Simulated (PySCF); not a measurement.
Species: Cc-HOCH2CO radical, C₂H₃O₂ (doublet state).
Numbering: `[O:1]=[C:2][CH2:3][OH:4]` (hydrogens: H5, H6 on C3; H7 on O4)

Geometry (PBE0-D3(BJ)/def2-SVP, Å), atoms numbered from 1 in this order:
```xyz
7
C2H3O2 angstrom
O      1.5869   -1.0800    0.3121
C      1.2324    0.0352    0.1585
C     -0.1836    0.4977   -0.1027
O     -1.0630   -0.5132   -0.4594
H     -0.1577    1.2498   -0.9066
H     -0.4686    1.0463    0.8219
H     -0.9124   -1.2650    0.1262
```

The hyperfine couplings belong to this conformer and change with its torsions.

Method used: UKS B3LYP, IGLO-III on C O, pcH-1 on H, non-relativistic, mean-field spin-orbit, GIAO (PySCF 2.14.0). Isolated species at its PBE0-D3(BJ)/def2-SVP geometry (one conformer only). The SCF solution wasn't tested for stability.

Principal values of hyperfine tensors in MHz (contact and dipolar terms together), for some of the nuclei:

```csv
atom,isotope,A1,A2,A3
C2,13C,289.05,291.74,431.18
C3,13C,171.73,173.39,215.44
H5,1H,-19.52,-16.52,3.83
H6,1H,-18.19,-14.77,3.53
O4,17O,-17.70,7.22,8.38
H7,1H,-6.79,1.00,6.67
```

Question: Split each tensor into its isotropic and traceless parts, and turn a_iso into mT with g = 2.0012.

Answer: a_iso = (A1 + A2 + A3)/3, Ti = Ai − a_iso; 1 mT corresponds to 28.009 MHz.

```json
{"atom": "C2", "a_iso (MHz)": "337.32", "a_iso (mT)": "12.043", "T1": "-48.28", "T2": "-45.58", "T3": "93.86"}
{"atom": "C3", "a_iso (MHz)": "186.86", "a_iso (mT)": "6.671", "T1": "-15.12", "T2": "-13.47", "T3": "28.59"}
{"atom": "H5", "a_iso (MHz)": "-10.74", "a_iso (mT)": "-0.383", "T1": "-8.79", "T2": "-5.78", "T3": "14.57"}
{"atom": "H6", "a_iso (MHz)": "-9.81", "a_iso (mT)": "-0.350", "T1": "-8.38", "T2": "-4.96", "T3": "13.34"}
{"atom": "O4", "a_iso (MHz)": "-0.70", "a_iso (mT)": "-0.025", "T1": "-17.00", "T2": "7.92", "T3": "9.08"}
{"atom": "H7", "a_iso (MHz)": "0.30", "a_iso (mT)": "0.011", "T1": "-7.08", "T2": "0.71", "T3": "6.38"}
```

Question: What spin density at the nucleus of H6 lies behind its contact coupling (g_N = 5.58569)?

Answer: a_FC = (2μ0/3) gₑ μB g_N μN ρ(0)/(2S·h) = 800.24 MHz × g_N × ρ(0)/(2S), with ρ in bohr⁻³. With a_FC = -9.81 MHz and 2S = 1, ρ(0) = -0.002195 bohr⁻³. In magnitude that is 0.7 % of the 1/π = 0.318 of a free hydrogen atom.

Question: O1 (17O, g_N = -0.75752) isn't in the table. Its spin density at the nucleus is 0.06609 bohr⁻³. What is its contact coupling?

Answer: By the same relation, a_FC = -40.1 MHz. Its full tensor has the principal values -142.11, 7.85, 14.07 MHz.

Question: Name the largest traceless tensor T of the table and describe it.

Answer: C2: -48.3, -45.6, 93.9 MHz, nearly axial, close to the ratio −1:−1:+2, the form that spin in one p orbital centred on that nucleus gives.

Question: What first-order splitting does C2 cause when the field lies along A1, A2 or A3 of its tensor (g taken as isotropic, no quadrupole term)?

Answer: 2 lines (I = 1/2), spaced by |A_i|/(g × 13.996): 10.32, 10.42, 15.39 mT along the axes of A1, A2 and A3.

The run took 18 s (grids of density and orbitals included) on one thread, Intel Xeon Platinum 8259CL at 2.50 GHz (x86_64) (shared host), and the process peaked at 0.61 GiB of memory.
